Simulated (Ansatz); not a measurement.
The input, for Ansatz 0.2.0:

```yaml
crystal:
  periodic: [false, false, false]
  atoms:
    - {symbol: Si, position_ang: [0.000000, 0.000000, 2.159500]}
    - {symbol: P, position_ang: [0.000000, 0.000000, 0.000000]}
    - {symbol: Si, position_ang: [0.000000, 0.000000, -2.159500]}
basis:
  gaussian: {orbitals: cc-pVDZ}
magnetization: {spin_polarized: true, initial_magnetization: 5}
correlation: {method: ccsdt_q, electrons: outside_noble_gas}
```

```sh
$ ansatz run in.yaml --threads 1 --pin off --events-out ev --progress --plain --max-ram 2393MiB
```

Question: Roughly how long does this take on 1 thread of Arm Neoverse V2, shared host, and how much host memory?

Answer: 64 s wall and 0.42 GiB.

```
1001 factors; integrals over basis functions are off by at most 1.7e-7 eV
mean field evaluation 1: about -24988.4668 eV, gradient 6.2e0 eV
mean field evaluation 2: about -24988.7761 eV, gradient 6.4e0 eV
mean field evaluation 4: about -24989.5379 eV, gradient 1.5e0 eV
mean field evaluation 8: about -24989.6250 eV, gradient 1.1e-1 eV
mean field evaluation 16: about -24989.6260 eV, gradient 3.1e-3 eV
mean field evaluation 32: about -24989.7268 eV, gradient 6.9e-1 eV
mean field evaluation 64: about -24990.3735 eV, gradient 9.7e-1 eV
mean field evaluation 96: about -24989.6262 eV, gradient 1.9e-1 eV
mean field evaluation 128: about -24990.2569 eV, gradient 4.4e-1 eV
mean field evaluation 160: about -24989.6260 eV, gradient 1.5e-6 eV
...
cycle  22  -7.71933619 eV  change   -4.8e-5 eV  update   1.8e-5
cycle  23  -7.71934640 eV  change   -1.0e-5 eV  update   8.5e-6
cycle  24  -7.71935125 eV  change   -4.8e-6 eV  update   6.2e-6
cycle  25  -7.71934895 eV  change    2.3e-6 eV  update   4.4e-6
cycle  26  -7.71934275 eV  change    6.2e-6 eV  update   2.8e-6
cycle  27  -7.71933769 eV  change    5.1e-6 eV  update   1.7e-6
cycle  28  -7.71933863 eV  change   -9.4e-7 eV  update   9.7e-7
cycle  29  -7.71933911 eV  change   -4.8e-7 eV  update   6.4e-7
cycle  30  -7.71933999 eV  change   -8.8e-7 eV  update   4.0e-7
cycle  31  -7.71934042 eV  change   -4.3e-7 eV  update   2.6e-7
perturbative correction -0.13544408 eV, -0.0049774781 hartree
WARN: these amplitudes may be one of several solutions (largest doubles amplitude 0.54, level shift 0.00 eV)
Total energy: -24998.13721799 eV, -918.6645984150 hartree
```
